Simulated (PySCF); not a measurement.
# ClF: frontier orbitals

PBE at R = 1.622 Å; Cl cc-pV(T+d)Z, F cc-pVTZ; no relativity (PySCF 2.14). State: ¹Σ⁺ (singlet), closed shell. Only the outer orbitals are listed, counted within each symmetry.

```json
{"orbital": "5σ", "occ.": "2", "ε (eV)": "-31.16", "on Cl (%)": "14", "main shells (%)": "84 F s, 8 Cl s"}
{"orbital": "6σ", "occ.": "2", "ε (eV)": "-20.69", "on Cl (%)": "81", "main shells (%)": "81 Cl s, 10 F s, 8 F p"}
{"orbital": "7σ", "occ.": "2", "ε (eV)": "-13.47", "on Cl (%)": "42", "main shells (%)": "55 F p, 32 Cl p, 9 Cl s"}
{"orbital": "2π", "occ.": "2", "ε (eV)": "-11.58", "on Cl (%)": "27", "main shells (%)": "72 F p, 26 Cl p"}
{"orbital": "2π", "occ.": "2", "ε (eV)": "-11.58", "on Cl (%)": "27", "main shells (%)": "72 F p, 26 Cl p"}
{"orbital": "3π", "occ.": "2", "ε (eV)": "-7.67", "on Cl (%)": "75", "main shells (%)": "74 Cl p, 25 F p"}
{"orbital": "3π", "occ.": "2", "ε (eV)": "-7.67", "on Cl (%)": "75", "main shells (%)": "74 Cl p, 25 F p"}
{"orbital": "8σ", "occ.": "0", "ε (eV)": "-4.17", "on Cl (%)": "76", "main shells (%)": "67 Cl p, 25 F p"}
{"orbital": "9σ", "occ.": "0", "ε (eV)": "7.59", "on Cl (%)": "101", "main shells (%)": "101 Cl p"}
{"orbital": "4π", "occ.": "0", "ε (eV)": "7.96", "on Cl (%)": "100", "main shells (%)": "82 Cl p, 18 Cl d"}
```

Q: Which are the highest filled and the lowest empty level, where do they sit, and how wide is the gap?

A: Highest filled 3π at -7.67 eV (in %: 74 Cl p, 25 F p); lowest empty 8σ at -4.17 eV (in %: 67 Cl p, 25 F p); the gap at PBE is 3.50 eV.

```json
{
  "bond order (Mayer)": "1.04",
  "⟨S²⟩": "0.000",
  "charge on Cl (Mulliken, basis-dependent)": "0.17",
  "charge on Cl (Löwdin, basis-dependent)": "0.22",
  "dipole moment (positive dipole means Cl(−)F(+))": "-0.76 D",
  "polarisability along the bond": "18.4 bohr³",
  "polarisability across the bond": "10.2 bohr³"
}
```

Shares are Mulliken populations and can fall outside 0 to 100 %.
